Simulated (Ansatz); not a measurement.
# H2OSi2: where a starting geometry ends

The starting geometry of this gas-phase singlet was optimised with GFN2-xTB.

```xyz
5

O     0.0862   -2.4934    1.7332
Si   -1.1944   -1.6927    2.0492
Si    1.1409   -1.2758    0.7340
H     1.0153   -0.1382    1.6892
H     0.0702   -0.8908   -0.2281
```

Problem. Predict what becomes of its bonds when it is optimised with PBE0-D3(BJ)/def2-SVP.

Solution. New bonds form, giving a structure with H4 bridging Si3 and Si2, H5 bridging Si3 and Si2, given below by its coordinates. Distances that change by over a tenth: O1–Si2 (1.54 → 1.72 Å), Si2–Si3 (2.71 → 2.31 Å), Si3–H4 (1.49 → 1.75 Å), Si3–H5 (1.49 → 1.75 Å). Contacts that close: Si2–H4 (2.73 → 1.75 Å), Si2–H5 (2.73 → 1.75 Å).

The energy falls by 0.58 eV over 9 steps:

| step | E − E(last) (eV) |
| --- | --- |
| 1 | 0.583 |
| 2 | 0.351 |
| 3 | 0.204 |
| 4 | 0.088 |
| 5 | 0.035 |
| 6 | 0.015 |
| 7 | 0.000 |
| 8 | 0.000 |
| 9 | 0.000 |

Final geometry (Å):

```xyz
5

O     0.2703   -2.5705    1.6725
Si   -0.8233   -1.2415    1.6892
Si    1.2763   -1.5126    0.7606
H     0.6160   -0.2499    1.7765
H    -0.2210   -0.9162    0.0788
```

Frequencies at the end are all real (lowest 270 cm⁻¹). Run with Ansatz 0.2.0, 6.3 s on 1 thread of Intel(R) Xeon(R) 6975P-C (Granite Rapids), with other jobs on the host.
